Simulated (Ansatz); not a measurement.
Li₂Al⁺, relaxed as a singlet with RKS PBE-D4/def2-TZVP in Ansatz, starting from the GFN1-xTB geometry. Force threshold 0.02 eV/Å.

The structure comes from a short search, and lower isomers may exist.

Start:

```xyz
3

Al    1.304    1.539   -1.448
Li   -0.320    0.076   -0.002
Li   -0.983   -1.615    1.449
```

| step | energy (eV) | largest force component (eV/Å) | SCF passes |
| --- | --- | --- | --- |
| 1 | -6993.3686 | 0.733 | 28 |
| 2 | -6993.6853 | 0.397 | 28 |
| 3 | -6993.8550 | 0.300 | 29 |
| 4 | -6993.9405 | 0.224 | 29 |
| 5 | -6994.0062 | 0.165 | 29 |
| 6 | -6994.0772 | 0.131 | 29 |
| 7 | -6994.1649 | 0.132 | 29 |
| 8 | -6994.2482 | 0.143 | 28 |
| 9 | -6994.3279 | 0.138 | 30 |
| 10 | -6994.4266 | 0.568 | 30 |
| 11 | -6994.4610 | 0.402 | 31 |
| 12 | -6994.5096 | 0.095 | 30 |
| 13 | -6994.5136 | 0.052 | 30 |
| 14 | -6994.5139 | 0.028 | 25 |
| 15 | -6994.5140 | 0.003 | 21 |

Force components are those of the run's own axes.

End:

```xyz
3

Al    1.7321    0.6919   -0.8579
Li   -1.7600    0.8879   -0.3806
Li    0.0279   -1.5798    1.2385
```

Bonds lost: Al1–Li2, Li2–Li3 (atoms count from 1). The end holds 2 separate pieces.

No frequencies were taken in this run, so the end may be a saddle point.

It took 6 s on 4 threads of Arm Neoverse V1 on a shared host.
